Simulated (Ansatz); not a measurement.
For rock-salt MgO, PBE (Ansatz, a first-principles code, PAW) gives:

| Item | Value |
|---|---|
| lattice parameter a | 4.254 Å |
| bulk modulus | 149 GPa |
| band gap at the measured cell | 4.78 eV |
| elastic constant C11 | 267 GPa |
| elastic constant C44 | 141 GPa |
| Voigt–Reuss–Hill shear modulus | 117 GPa |

### Question
What does PBE0 (plane waves, PAW; Ansatz) give for the same quantities?

### Answer

- lattice constant a: 4.202 Å (shrinks by 1.2 %)
- bulk modulus: 167 GPa (rises by 12 %)
- band gap at the measured cell: 7.26 eV (grows by 2.48 eV)
- elastic constant C11: 306 GPa (grows by 15 %)
- elastic constant C44: 156 GPa (rises by 11 %)
- Voigt–Reuss–Hill shear modulus: 132 GPa (increases by 13 %)

For comparison: lattice constant a 4.189 Å (measured, static lattice: zero-point anharmonic expansion removed; as tabulated in Mejia-Rodriguez and Trickey (2018), arXiv:1807.09216); bulk modulus 170 GPa (measured, 0 K value with the zero-point phonon effect removed; as tabulated in Mejia-Rodriguez and Trickey (2018), arXiv:1807.09216); band gap 8.36 eV (measured, zero-point renormalisation of 0.53 eV added back here (the table's ZPR column); inputs from Chen et al. (2018), doi:10.1103/physrevmaterials.2.073803); elastic constant C11 306 GPa (measured, temperature not stated, no zero-point or thermal correction, our sources range from 298 to 306; as tabulated in Råsander and Moram (2015), arXiv:1505.02379); elastic constant C44 157 GPa (measured, temperature not stated, not corrected to a static lattice; as tabulated in Råsander and Moram (2015), arXiv:1505.02379).

Changes are worked out from the printed values.

Unless a cell is named, each level is at its own relaxed cell (PBE 9.62, PBE0 9.28 Å³/atom).

Density-functional gaps are differences of (generalised) Kohn–Sham levels.

Ansatz's density-functional and Hartree–Fock values are scalar-relativistic unless marked +SOC, with PAW data made under PBE.
